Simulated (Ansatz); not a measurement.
# C₄H₄ClF: how energies converge with the basis set

An exercise on one series of results from a longer session: the logs are not shown, and one member is left open.

Program: Ansatz 0.2.0, Gaussian basis. Level of theory: one geometry, several basis sets. These are calculated values, not measurements.

Plan: PBE0-D4/def2-SVP; ωB97M-V/def2-SVP; PBE0-D4/def2-QZVPP; ωB97M-V/def2-QZVPP; the functionals' def2-TZVPP values are taken from earlier runs.

## The relaxed structure

An earlier PBE0-D4 in a triple-zeta def2 set relaxation fixed the geometry.

SMILES `FC1=CCC1Cl`, 10 atoms, charge 0, spin multiplicity 1.

Atoms are counted from 1 here; the program's logs count them from 0.

Bond lengths: F1–C2 1.315 Å, C2–C3 1.328 Å, C2–C5 1.486 Å, C3–C4 1.515 Å, C3–H7 1.080 Å, C4–C5 1.556 Å, C4–H8 1.090 Å, C4–H9 1.093 Å, C5–Cl6 1.778 Å, C5–H10 1.090 Å. Angles: F1–C2–C3 134.5°, F1–C2–C5 128.7°, C3–C2–C5 96.8°, C2–C3–C4 91.9°, C2–C3–H7 134.9°, C4–C3–H7 133.2°, C3–C4–C5 86.6°, C3–C4–H8 115.4°, C3–C4–H9 116.4°, C5–C4–H8 112.5°, C5–C4–H9 114.4°, H8–C4–H9 109.9°, C2–C5–C4 84.6°, C2–C5–Cl6 116.7°, C2–C5–H10 116.2°, C4–C5–Cl6 116.4°, C4–C5–H10 115.1°, Cl6–C5–H10 107.0°.

The first run:

Contents of in.yaml:

```yaml
crystal:
  periodic: [false, false, false]
  atoms:
    - {symbol: F, position_ang: [2.239489, 0.559888, -0.646798]}
    - {symbol: C, position_ang: [1.064587, 0.129286, -0.241707]}
    - {symbol: C, position_ang: [0.651217, -0.908943, 0.476149]}
    - {symbol: C, position_ang: [-0.795797, -0.472441, 0.367724]}
    - {symbol: C, position_ang: [-0.280980, 0.689855, -0.529846]}
    - {symbol: Cl, position_ang: [-0.600901, 2.339358, 0.051292]}
    - {symbol: H, position_ang: [1.134951, -1.758225, 0.936599]}
    - {symbol: H, position_ang: [-1.247388, -0.115582, 1.293941]}
    - {symbol: H, position_ang: [-1.475455, -1.164205, -0.135660]}
    - {symbol: H, position_ang: [-0.606724, 0.649708, -1.568794]}
basis:
  gaussian: {orbitals: def2-SVP}
hamiltonian: {xc: pbe0, dispersion: d4}
output: {orbitals: {seedname: orbitals}}
```

Run with:

```console
$ ansatz run in.yaml --threads 4 --pin off --events-out ev --progress --plain --max-ram 10444MiB
```

Steps of the session up to this table: PBE0-D4 in def2-SVP; ωB97M-V in def2-SVP; PBE0-D4 in def2-QZVPP; ωB97M-V in def2-QZVPP.

One table of the session follows, with a row left open; its other results are not shown here.

It belongs to the step «Functionals by basis». 

| functional | basis | HOMO (eV) | LUMO (eV) |
| --- | --- | --- | --- |
| PBE0-D4 | def2-SVP | ? | ? |
| PBE0-D4 | def2-TZVPP | -7.61 | -0.21 |
| PBE0-D4 | def2-QZVPP | -7.65 | -0.32 |
| ωB97M-V | def2-SVP | -9.72 | 2.27 |
| ωB97M-V | def2-TZVPP | -9.81 | 1.95 |
| ωB97M-V | def2-QZVPP | -9.85 | 1.72 |

**Question.** Estimate the row for PBE0-D4, def2-SVP.

**Answer.** HOMO (eV): -7.54; LUMO (eV): 0.00. In the column «HOMO (eV)» it is the highest.
